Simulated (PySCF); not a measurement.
1-butyne, C4H6.
SMILES: `C#CCC`

Linear response at CAM-B3LYP/def2-SVPD (PySCF, frozen core in the response, non-relativistic). Isolated species at its PBE0-D3(BJ)/def2-SVP geometry, gas phase.

Static isotropic polarisability: 48.07 au (7.12 Å³), principal values 38.5, 41.5, 64.2 au.

**Question.** What is the polarisability at 1064 nm and at the sodium D line?

**Answer.** 48.47 au at 1064 nm (+0.8 %), 49.40 au at 589.3 nm (+2.8 %). The rise at 589.3 nm is 3.35 times that at 1064 nm; a pure ω² law gives 3.26. The lowest singlet lies at 191 nm, shorter than both wavelengths.

**Question.** What is the isotropic C6 coefficient between two such molecules, C6 = (3/π)∫α(iω)² dω?

**Answer.** 935.5 au (Eh·bohr⁶) by a ten-point quadrature over imaginary frequencies, which is 559 eV·Å⁶ or 53.9 J·nm⁶/mol.

**Question.** Which effective excitation energy ω̄ makes London's formula C6 = (3/4)α²ω̄ exact here?

**Answer.** ω̄ = 4·C6/(3α²) = 0.540 Eh = 14.7 eV. A one-pole form α(ω) = α/(1 − ω²/ω̄²) fitted to the 1064 nm value gives 12.9 eV.

**Question.** What three-body coefficient follows from the one-pole estimate C9 = (3/4)·α·C6?

**Answer.** 33700 au. This is an estimate from the two numbers above, not a computed integral.

**Question.** What molar refraction at the D line follows from R = (4π/3)·N_A·α′, with α′ the polarisability volume?

**Answer.** α′ = 7.32 Å³ gives R = 18.47 cm³/mol, for isolated, non-vibrating species.

**Question.** The lowest 6 singlets have (eV, f): 6.50, 0.000; 6.77, 0.003; 6.79, 0.000; 7.44, 0.029; 7.51, 0.052; 8.35, 0.013. What share of the static polarisability do they carry in the sum over states α = Σ f/ω²?

**Answer.** 1.28 au, 2.7 % of α; the largest term, 0.68 au, is that of the state at 7.51 eV. Their oscillator strengths add up to 0.10. Higher states carry the rest.
